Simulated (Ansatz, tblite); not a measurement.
# The cluster TlF₂−: removing an electron

The task here is to estimate one member of a computed series from the others.

Computed with Ansatz 0.2.0, Gaussian basis. Level: as each input shows.

Plan: charge 0 doublet, at the geometry of the singlet (PBE0-D4/def2-TZVPD, PBE-D4/def2-TZVPD, r2SCAN-D4/def2-TZVPD, CCSD(T)/def2-TZVPPD); the starting singlet's energies come from earlier runs.

## The structure

The geometry is that of the singlet, from an earlier relaxation (PBE0-D4/def2-TZVPD). At that level it is the lowest of the isomers that a small search found.

3 atoms, charge -1, spin multiplicity 1.

Atoms are counted from 1 here; the program's logs count them from 0.

Bond lengths: Tl1–F2 2.208 Å, Tl1–F3 2.208 Å. Angles: F2–Tl1–F3 99.5°.

Tl takes a core potential in the def2 sets. No spin-orbit coupling is included. The ion is computed in the gas phase, without counter-ions or solvent.

Set-up of the first run:

Contents of in.yaml:

```yaml
crystal:
  periodic: [false, false, false]
  atoms:
    - {symbol: Tl, position_ang: [-0.247043, -0.794783, -0.461366]}
    - {symbol: F, position_ang: [-0.984492, 1.274615, -0.687236]}
    - {symbol: F, position_ang: [1.231535, -0.479833, 1.148602]}
basis:
  gaussian: {orbitals: def2-SVP}
magnetization: {spin_polarized: true, initial_magnetization: 1}
hamiltonian: {xc: pbe0, dispersion: d4}
output: {orbitals: {seedname: orbitals}}
```

Launch:

```bash
$ ansatz run in.yaml --threads 4 --pin off --events-out ev --progress --plain --max-ram 3916MiB
```

Steps of the session up to this table: Charge 0 doublet at the fixed geometry, first pass, PBE0-D4/def2-SVP; Charge 0 doublet at the fixed geometry, PBE0-D4/def2-TZVPD; Charge 0 doublet at the fixed geometry, PBE-D4/def2-TZVPD; Charge 0 doublet at the fixed geometry, r2SCAN-D4/def2-TZVPD; Charge 0 doublet at the fixed geometry, CCSD(T)/def2-TZVPPD.

One of the session's tables, all rows but one given; the rest of the session is left out.

It belongs to the step «Vertical ionisation energy». 

| method | vertical ionisation energy (eV) |
| --- | --- |
| HF/def2-TZVPPD | 3.59 |
| PBE-D4/def2-TZVPD | 3.91 |
| r2SCAN-D4/def2-TZVPD | ? |
| PBE0-D4/def2-TZVPD | 4.10 |
| MP2/def2-TZVPPD | 4.97 |
| CCSD/def2-TZVPPD | 4.42 |
| CCSD(T)/def2-TZVPPD | 4.40 |

Q: Estimate the row for r2SCAN-D4/def2-TZVPD from the others.

**Answer.** vertical ionisation energy (eV): 3.97. In the column «vertical ionisation energy (eV)» it lies between PBE-D4/def2-TZVPD (3.91) and PBE0-D4/def2-TZVPD (4.10).
